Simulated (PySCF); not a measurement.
**CH$_{4}$, SMILES `C` (charge 0, multiplicity 1)**

Calculation: PBE-D3(BJ)/def2-TZVP // B3LYP-D3(BJ)/def2-TZVP (PySCF).

The HOMO is -9.44 eV and the dipole moment is 0.00 D. The LUMO is 0.92 eV. The HOMO–LUMO gap is 10.36 eV, the vertical ionisation energy (Delta-SCF) is 13.95 eV and the total energy comes out as -40.4641 Ha. The cost comes out as roughly 6 core-seconds.

```xyz
5

C      0.0000     0.0000     0.0000
H      0.0042     1.0176    -0.3883
H      0.9181    -0.5055    -0.2964
H     -0.0652     0.0265     1.0869
H     -0.8571    -0.5385    -0.4021
```
Charge 0, spin multiplicity 1.
